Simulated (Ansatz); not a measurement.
Basis-set extrapolation for `C=[CH][AlH2]` (PBE0-D4/def2-TZVP geometry, frozen core, Ansatz). Multiplicity 1, RHF reference.

```
                      def2-TZVPP   def2-QZVPP
                 HF  -320.563467  -320.574258
    MP2 correlation    -0.406843    -0.433322
CCSD(T) correlation    -0.461234      not run
```

Energies in hartree. Use E(X) = E(∞) + A·exp(−7.88·√X) for Hartree–Fock and E(X) = E(∞) + B·X^(−2.97) for correlation, with X = 3 and 4, and add CCSD(T) minus MP2 of the smaller set to the MP2 limit.

**Question.** What is the CCSD(T) energy at the basis-set limit?

**Answer.** HF limit: -320.574258 + (-0.010791) × 0.13774 = -320.57574. MP2 limit: -0.433322 + (-0.026479) × 0.74074 = -0.45294. Higher-order term: -0.461234 − (-0.406843) = -0.05439. Total: -321.08307 hartree, 1.59 eV below CCSD(T)/def2-TZVPP.
